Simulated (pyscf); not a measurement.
Thermochemistry of product channels of `[OH][Zn][OH]` + `[OH][SiH3]` on the singlet surface, in eV, from ωB97M-D3(BJ)/def2-TZVP energies (ideal gas, 1 atm, RRHO with modes under 100 cm⁻¹ raised to 100, one conformer, R ln 2 for chiral ones without a mode under 150 cm⁻¹). PySCF, gas phase, ωB97X-D3(BJ)/def2-SVP geometries.

```
products                                    ΔE  ΔH(298 K)  ΔG(298 K)  ΔG(600 K)
----------------------------------  ----------  ---------  ---------  ---------
`[OH2]` + `[OH][Zn][O][SiH3]`       (withheld)      -0.19      -0.17      -0.16
`[OH][SiH2][O][Zn][OH]` + `[H][H]`  (withheld)      -1.31      -1.18      -1.07
```

### Question
Some entries are withheld; supply them.

### Answer

- `[OH2]` + `[OH][Zn][O][SiH3]`, ΔE: -0.21
- `[OH][SiH2][O][Zn][OH]` + `[H][H]`, ΔE: -1.21

These are energies of the channels, which say nothing of barriers. Elements up to Kr have no core potential and no relativistic terms here.
